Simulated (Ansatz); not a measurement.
`ClBCl` + F• → `Cl[B]Cl`• + H–F  (hydrogen abstraction from a B–H bond)

Gas-phase electronic energies from Ansatz, PBE0-D4/def2-TZVP geometries. CCSD(T)/CBS is frozen-core, at the limit of the def2 triple- and quadruple-zeta sets. DFT in def2-TZVPP. No spin–orbit coupling; open shells (•) take unrestricted orbitals. Spin–orbit coupling would lower the free atoms: a little for F.

`ClBCl`:

Z-matrix (Å, degrees):
```
B
Cl 1 1.734
Cl 1 1.734 2 120.7
H 1 1.187 2 119.7 3 180.0
```

`Cl[B]Cl`•:

Z-matrix (Å, degrees):
```
B
Cl 1 1.720
Cl 1 1.720 2 125.4
```

H–F:

Z-matrix (Å, degrees):
```
F
H 1 0.920
```

Task: Is it downhill or uphill in electronic energy at CCSD(T)/CBS, and by how much? (Best estimate.)

Result: The calculation gave: Downhill: ΔE = -1.39 eV.

Task: What do these levels give: BLYP, PBE0, CAM-B3LYP, SCS-MP2/def2-TZVPP, CCSD/def2-TZVPP, CCSD(T)/def2-QZVPP? (Estimate.)

Result: The calculation gave: BLYP -1.48, PBE0 -1.34, CAM-B3LYP -1.31, SCS-MP2/def2-TZVPP -1.29, CCSD/def2-TZVPP -1.18, CCSD(T)/def2-QZVPP -1.34 eV.

Task: What do rigid-rotor, harmonic-oscillator terms from PBE0-D4/def2-TZVP frequencies (298.15 K, 1 bar) make of the CCSD(T)/CBS value? (An estimate is asked.)

Result: Computed: ΔZPE = -0.02 eV, ΔH = -1.39 eV, ΔS = 15 J/(mol·K), ΔG = -1.44 eV. Open shells count their whole term as degenerate.

Largest T1 diagnostic among the species: 0.015.

At CCSD(T), def2-SVP lies +0.43 eV from the extrapolated value and def2-TZVPP +0.14 eV. From PBE to PBE0 (25 % exact exchange), in def2-TZVPP and without D4, ΔE moves by +0.26 eV.
